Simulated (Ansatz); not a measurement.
A run of Ansatz (development build ahead of 0.2.0) on triplet SiH(-) at this shape:

```xyz
2

Si    0.0000    0.0000    0.0000
H     0.0000    0.0000    2.6640
```

Its results:

* Converged: yes
* Total energy: -289.84605 hartree
* Spin squared of the determinant: 2.000
* Stability test: minimum among restricted orbitals

**Question.** Which input gives this output? Name the method, the orbitals and the basis set, and write the input.

**Answer.** PBE0 (restricted open-shell) in pcseg-2.

```yaml
crystal:
  periodic: [false, false, false]
  atoms:
    - { symbol: Si, position_ang: [0.0, 0.0, 0.0] }
    - { symbol: H, position_ang: [0.0, 0.0, 2.664] }
basis:
  gaussian: { orbitals: pcseg-2 }
total_charge: -1
magnetization:
  initial_magnetization: 2
hamiltonian:
  xc: pbe0
```

Caution: stretched shape with no unrestricted run beside it, a lower state can exist; no diffuse functions for an anion; charge can spread falsely over distant fragments.
